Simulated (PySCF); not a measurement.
Species: C5H10F (doublet state).
Z-matrix (Å and degrees, PBE0-D3(BJ)/def2-SVP geometry), rows numbered from 1:
```
C 
C   1  1.4846
C   2  1.5324  1  114.74
C   3  1.5216  2  112.14  1   172.03
C   3  1.5168  2  109.97  1   -63.80
F   5  1.3742  3  110.74  2   177.68
H   1  1.0943  2  120.16  3   -39.20
H   1  1.0922  2  121.26  3   152.06
H   2  1.1056  1  110.34  3  -124.12
H   2  1.1112  1  109.79  3   121.09
H   3  1.1059  2  108.00  1    52.48
H   4  1.0990  3  110.64  2   177.68
H   4  1.1006  3  111.23  2   -61.92
H   4  1.1029  3  110.87  2    58.02
H   5  1.1060  3  110.22  2   -62.52
H   5  1.1033  3  110.77  2    57.22
```

The hyperfine couplings belong to this conformer and change with its torsions.

Identity: `[CH2]C[C@@H](C)CF` [radical].

Level of theory: PySCF 2.14.0, UKS B3LYP, IGLO-III on C F, pcH-1 on H, non-relativistic, mean-field spin-orbit, GIAO. One conformer (not necessarily the lowest) at the PBE0-D3(BJ)/def2-SVP geometry, without solvent, vibrations or thermal averaging. Stability of the SCF solution: not tested.

Computed for the main isotopes (class means, splittings of 0.05 mT or more): g = 2.0027; H10 1H +163.6 MHz (5.84 mT); H7/H8 1H -62.1 MHz (2.22 mT); H9 1H +31.5 MHz (1.13 mT); H16 1H +3.3 MHz (0.12 mT); H11 1H -2.3 MHz (0.08 mT); 48 first-order lines, 11.59 mT wide.

Problem. What changes when 1H at H9 is replaced by 2H?

Solution. The spin density stays the same (vibrational effects aside), so a scales with the nuclear g factor: 0.85744/5.58569 = 0.1535, so a goes from +31.5 to +4.8 MHz (0.173 mT). The spin goes from 1/2 to 1, so the 1:1 doublet becomes a 1:1:1 triplet. The spectrum then has 72 first-order lines over 10.81 mT.

Problem. Give position and intensity of the satellites from 13C at C1.

Solution. a = +92.5 MHz, or 3.30 mT in magnitude, and I = 1/2, so to first order each main line has two satellites, at ±1.65 mT. The isotope's abundance is about 1.07 %, shared among 2 lines, so each has 0.54 % of the main line's intensity.

Problem. Give position and intensity of the satellites from 13C at C2.

Solution. a = -31.7 MHz, or 1.13 mT in magnitude, and I = 1/2, so to first order each main line has two satellites, at ±0.57 mT. The isotope's abundance is about 1.07 %, shared among 2 lines, so each has 0.54 % of the main line's intensity.

Class means assume fast exchange of nuclei equivalent by connectivity; if that motion is slow, each nucleus keeps its own coupling.
